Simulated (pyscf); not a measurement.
Single points on ωB97X-D3(BJ)/def2-SVP structures (PySCF, gas phase).

Problem. What is the homolytic dissociation enthalpy (298 K, ωB97M-D3(BJ)/def2-TZVP) of the As–O bond of `[OH][As]([SiH3])[SiH3]`, to OH• + H₃Si–As•–SiH₃?

Solution. As–O to OH• + H₃Si–As•–SiH₃: 72.3 kcal/mol. The 7 functionals that were run give +70.5 (r²SCAN) to +75.7 kcal/mol (PBE). HO–As(SiH₃)–SiH₃ lies 48.3 kcal/mol over its isomer H₃Si–O–SiH₂–AsH₂ (electronic energy, ωB97M-D3(BJ)). Other isomers of H₃Si–As•–SiH₃ were not searched in full and may lie lower. Left out: the spin-orbit lowering of OH. Elements up to Kr have no core potential and no relativistic terms here.
